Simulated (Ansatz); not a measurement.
Relaxation of C4H5 (9 atoms, charge 1, multiplicity 1), to a largest force component of 0.02 eV/Å in at most 50 steps.

All numbers below come from Ansatz, RKS PBE0-D4/6-31G*.

```xyz
9
Properties=species:S:1:pos:R:3
C -0.493 1.105 -1.834
C -0.042 0.553 -0.865
C 0.505 -0.096 0.289
C -0.316 -0.816 1.168
H -0.883 1.587 -2.686
H -0.510 -0.402 -0.628
H 1.138 0.613 0.875
H 0.101 -1.304 2.039
H -1.385 -0.909 1.012
```

**Question.** Where does it end, and by what steps?

**Answer.** The run converged. Limits of this set-up: the dipole of an ion depends on the origin. After 22 steps the energy has fallen by 3.960 eV; H6 moved furthest, 2.07 Å. Parted: C2–H6. Joined: C1–H6.

```tsv
step	energy less start (eV)	largest force component (eV/Å)	accepted
0	0.0000	4.849	yes
1	-0.9859	3.488	yes
2	-1.4954	3.103	yes
3	-1.9959	1.420	yes
4	-2.3089	0.720	yes
5	-2.4770	0.932	yes
6	-2.5723	0.951	yes
7	-2.7024	0.953	yes
8	-2.6658	2.772	no
9	-2.8406	0.798	yes
10	-2.9565	1.872	yes
11	-3.1381	1.940	yes
12	-3.4206	1.419	yes
13	-3.6981	1.182	yes
14	-3.6255	3.352	no
15	-3.7972	0.730	yes
16	-3.8680	0.367	yes
17	-3.9270	0.216	yes
18	-3.9527	0.175	yes
19	-3.9593	0.091	yes
20	-3.9595	0.028	yes
21	-3.9596	0.030	yes
22	-3.9596	0.007	yes
```

```xyz
9
Properties=species:S:1:pos:R:3
C -0.565 0.651 -1.801
C -0.078 0.347 -0.658
C 0.454 0.027 0.565
C -0.324 -0.674 1.447
H -1.105 1.590 -1.954
H -0.453 -0.019 -2.658
H 1.470 0.332 0.809
H 0.054 -0.950 2.429
H -1.339 -0.973 1.192
```

Run time: 51 s on 1 thread of Arm Neoverse V1, with other jobs on the host, peak memory 0.13 GiB.
